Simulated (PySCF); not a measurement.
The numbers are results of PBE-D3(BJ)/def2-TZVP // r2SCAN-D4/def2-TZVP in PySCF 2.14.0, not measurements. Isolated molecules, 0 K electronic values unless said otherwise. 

Reference species (SMILES): `[NH2]` (neutral, multiplicity 2).

```yaml
dipole_moment: 1.91 D
```

Changed species: `[Cl][Al][Cl]` (radical fragment; the reference has radical fragment).

Predict the effect on the dipole moment.

the dipole moment drops by 0.58 D, to 1.33 D.
